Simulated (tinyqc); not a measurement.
Inside a calculation. Method: extended Hueckel theory, for SiH4. One step of it, computed by the program tinyqc.

Question. Wolfsberg-Helmholz matrix. H_ij = K' S_ij (H_ii + H_jj)/2 for i != j (the diagonal keeps H_ii), with K' = 1.75.

overlap S, lower triangle:
```
           1Si 3s    1Si 3px    1Si 3py    1Si 3pz     2H 1s     3H 1s     4H 1s     5H 1s
1Si 3s   1.000000
1Si 3px  0.000000   1.000000
1Si 3py  0.000000   0.000000   1.000000
1Si 3pz  0.000000   0.000000   0.000000   1.000000
2H 1s    0.405657   0.296729   0.296729   0.296729  1.000000
3H 1s    0.405657   0.296729  -0.296729  -0.296729  0.046029  1.000000
4H 1s    0.405657  -0.296729   0.296729  -0.296729  0.046029  0.046029  1.000000
5H 1s    0.405657  -0.296729  -0.296729   0.296729  0.046029  0.046029  0.046029  1.000000
```

diagonal H_ii (eV): 1Si 3s -17.300000, 1Si 3px -9.200000, 1Si 3py -9.200000, 1Si 3pz -9.200000, 2H 1s -13.600000, 3H 1s -13.600000, 4H 1s -13.600000, 5H 1s -13.600000

K = 1.750000

Give: H.

Answer.

H (eV), lower triangle:
```
           1Si 3s  1Si 3px  1Si 3py  1Si 3pz     2H 1s     3H 1s     4H 1s     5H 1s
1Si 3s   -17.3000
1Si 3px    0.0000  -9.2000
1Si 3py    0.0000   0.0000  -9.2000
1Si 3pz    0.0000   0.0000   0.0000  -9.2000
2H 1s    -10.9680  -5.9197  -5.9197  -5.9197  -13.6000
3H 1s    -10.9680  -5.9197   5.9197   5.9197   -1.0955  -13.6000
4H 1s    -10.9680   5.9197  -5.9197   5.9197   -1.0955   -1.0955  -13.6000
5H 1s    -10.9680   5.9197   5.9197  -5.9197   -1.0955   -1.0955   -1.0955  -13.6000
```
